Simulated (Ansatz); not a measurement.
[Cl···H···CH$_{3}$], doublet: transfer scan

Starting geometry:

```yaml
atoms:
  - { symbol: Cl, position_ang: [-0.8992, 0.0000, 0.0000] }
  - { symbol: H, position_ang: [0.3796, 0.0000, 0.0000] }
  - { symbol: C, position_ang: [2.0948, 0.0000, 0.0000] }
  - { symbol: H, position_ang: [2.0948, -1.0800, 0.0000] }
  - { symbol: H, position_ang: [2.0948, 0.5400, 0.9353] }
  - { symbol: H, position_ang: [2.0948, 0.5400, -0.9353] }
```

From there H2 is moved from one fragment to the other while all else, the fragments' distance too, stays fixed; atoms are numbered as listed. Energies are in kJ/mol, counted from the starting geometry at the same level. Kohn–Sham curves are unrestricted where that lies lower.

Basis cc-pVDZ; Ansatz 0.2.0. Only valence electrons are correlated (noble-gas cores frozen). Prefix R: restricted or restricted open-shell reference; prefix U: unrestricted.

In so small a basis the reference is far from its limit while semilocal and hybrid functionals are nearer theirs (RPA and double hybrids share much of the reference's basis error), so the functionals' errors here hold much of the reference's basis and frozen-core error, which can add to them or hide them.

Full CI isn't at hand for all of this; UCCSDT(Q) serves as the reference, and is uncertain by about the last step of the cluster series.

```tsv
distance Cl1-H2 (Å)	UCCSDT(Q)	PBE	revPBE	r2SCAN	PBE0	B3LYP	wB97M-V	B2PLYP	RPA-PBE
1.279	0.0	0.0	0.0	0.0	0.0	0.0	0.0	0.0	0.0
1.368	1.3	-8.9	-8.1	-5.0	-4.1	-5.0	-1.8	-1.7	-0.8
1.547	25.2	-3.6	-1.7	8.8	9.9	6.4	16.6	16.2	15.9
1.725	36.2	2.4	4.6	20.1	18.9	12.8	25.8	24.8	19.7
1.904	50.4	27.7	29.5	44.5	40.6	32.9	42.1	42.0	34.7
```
